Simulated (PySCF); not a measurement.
Method: B3LYP-D3(BJ)/def2-TZVP (PySCF). Isolated molecules, 0 K electronic values unless said otherwise. One relaxed conformer stands for a flexible species; it need not be the lowest. B3LYP has the VWN-RPA correlation part, as in Gaussian. Delta-SCF ions had no search for a lower state. Excitations are Tamm–Dancoff values on a coarser integration grid. The basis has no diffuse functions, so Rydberg states are missing or too high.

Reference species (SMILES): `CC` (neutral, multiplicity 1).

```yaml
T1 excitation (TDA): 8.99 eV
HOMO: -9.41 eV
vertical ionisation energy (Delta-SCF): 12.25 eV
```

After one change: the T1 excitation (TDA) falls by 3.16 eV; the HOMO increases by 2.84 eV; the vertical ionisation energy (Delta-SCF) decreases by 2.87 eV.

Task: Which change was made? The new species is one of these.
A. `CCN`
B. `CCC=O` (C–C–C–O torsion 124°)
C. `CCS` (C–C–S–H torsion 62°)
D. `CC[SeH]` (C–C–Se–H torsion 63°)

Result: A, `CCN`
